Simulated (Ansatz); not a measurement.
# Si2 (disilicon): UMP2/6-31G

Aim: the energy change on altering one bond length of Si2 (disilicon) at UMP2/6-31G, from 2 runs. 

The calculation is run with Ansatz 0.2.0.

65 further runs of the same task are left out: 32 that didn't finish, 33 set aside as unsound or not needed.

### Step 1. The molecule

The species is Si2 (2 atoms), meant as a triplet with charge 0. As SMILES, `[Si]=[Si]`. Geometry: relaxed at GFN2-xTB.

Bond lengths: Si1–Si2 2.174 Å.

### Step 2. The energy at UMP2/6-31G

Input file input.yaml:

```yaml
crystal:
  periodic: [false, false, false]
  atoms:
    - symbol: Si
      position_ang: [0.000000, 0.000000, 0.000000]
    - symbol: Si
      position_ang: [0.000000, 0.000000, 2.174210]
basis:
  gaussian: {orbitals: 6-31G}
accuracy: high
magnetization: {spin_polarized: true, initial_magnetization: 2}
correlation: {method: mp2, frozen_orbitals: {Si: 5}}
```

Launch:

```sh
$ ansatz run input.yaml --threads 1 --pin off --max-ram 2610MiB --events-out events.jsonl --progress --plain --runs-dir runs
```

The program printed:

```text
Warning: RAYON_NUM_THREADS=1 ignored (pool sized by the plan → 1); use --threads N
Functional definition: HF
  name "HF"
  exchange = exact_x
  correlation = 0
504 factors; integrals over basis functions are off by at most 2.8e-9 eV
mean field evaluation 1: about -15718.9984 eV, gradient 3.5e0 eV
mean field evaluation 2: about -15719.0032 eV, gradient 3.5e0 eV
mean field evaluation 4: about -15719.2321 eV, gradient 3.2e-1 eV
mean field evaluation 8: about -15719.2345 eV, gradient 2.3e-2 eV
mean field evaluation 16: about -15719.2346 eV, gradient 3.0e-6 eV
mean field evaluation 32: about -15719.4680 eV, gradient 3.0e-1 eV
mean field evaluation 64: about -15719.4316 eV, gradient 2.1e-8 eV
mean field evaluation 96: about -15719.2345 eV, gradient 4.4e-2 eV
mean field evaluation 128: about -15719.2346 eV, gradient 2.6e-8 eV
mean field evaluation 160: about -15719.4330 eV, gradient 4.3e-2 eV
mean field -15719.47261910 eV, -577.6799637106 hartree, gradient 1.9e-8 eV, S^2 2.524386; 17 other end points of the search recorded, 0 dependent functions left out
10 core orbitals not correlated: weight in the atoms' cores, before any rotation towards them, 1.000 or more for the frozen orbitals, at most 0.000 for the correlated occupied ones
reference -15719.47261910 eV, -577.6799637106 hartree; 5, 3 occupied and 11, 13 virtual orbitals, 504 factors
second order -1.65852020 eV of doubles, -0.00000000 eV of singles
Total energy: -15721.13113929 eV, -577.7409132036 hartree
```

Run time: 1.1 s. Hardware: 1 thread of Arm Neoverse V1, shared host.

### Step 3. The distorted shape, same level

Input file job.yaml:

```yaml
crystal:
  periodic: [false, false, false]
  atoms:
    - {symbol: Si, position_ang: [0.000000, 0.000000, -0.543590]}
    - {symbol: Si, position_ang: [0.000000, 0.000000, 2.174210]}
basis:
  gaussian: {orbitals: 6-31G}
magnetization: {spin_polarized: true, initial_magnetization: 2}
correlation: {method: mp2, frozen_orbitals: {Si: 5}}
accuracy: high
```

Launch:

```sh
$ ansatz run job.yaml --threads 1 --pin off --max-ram 2610MiB --events-out events.jsonl --progress --plain --runs-dir runs
```

The program printed, shortened:

```text
Warning: RAYON_NUM_THREADS=1 ignored (pool sized by the plan → 1); use --threads N
[... 2 set-up lines as earlier in the session ...]
[...]
510 factors; integrals over basis functions are off by at most 3.5e-9 eV
[...]
mean field -15719.29040020 eV, -577.6732672897 hartree, gradient 2.3e-8 eV, S^2 2.872290; 31 other end points of the search recorded, 0 dependent functions left out
10 core orbitals not correlated: weight in the atoms' cores, before any rotation towards them, 1.000 or more for the frozen orbitals, at most 0.000 for the correlated occupied ones
reference -15719.29040020 eV, -577.6732672897 hartree; 5, 3 occupied and 11, 13 virtual orbitals, 510 factors
second order -1.28461036 eV of doubles, -0.00000000 eV of singles
Total energy: -15720.57501057 eV, -577.7204758498 hartree
```

Run time: 2 s. Hardware: 1 thread of Arm Neoverse V1, shared host.

### Step 4. Summary of results

At UMP2/6-31G, 10 core orbitals frozen:

| quantity | value |
| --- | --- |
| first shape: total energy | -577.74091 Eh |
| first shape: correlation energy (10 core orbitals frozen) | -60.9 mEh |
| first shape: ⟨S²⟩ of the reference determinant | 2.524 |
| distorted shape: total energy | -577.72048 Eh |
| distorted shape: correlation energy (10 core orbitals frozen) | -47.2 mEh |
| distorted shape: ⟨S²⟩ of the reference determinant | 2.872 |
| energy change with the Si1–Si2 bond stretched from 2.174 to 2.718 Å | 0.556 eV |

In words: With the Si1–Si2 bond stretched from 2.174 to 2.718 Å the energy rises by 0.56 eV (53.7 kJ/mol). The first shape isn't relaxed at this level, so the change isn't measured from a minimum. ⟨S²⟩ (first shape) is 2.52 where a pure triplet has 2.00: the reference is spin-contaminated. ⟨S²⟩ (distorted shape) is 2.87 where a pure triplet has 2.00: the reference is spin-contaminated.
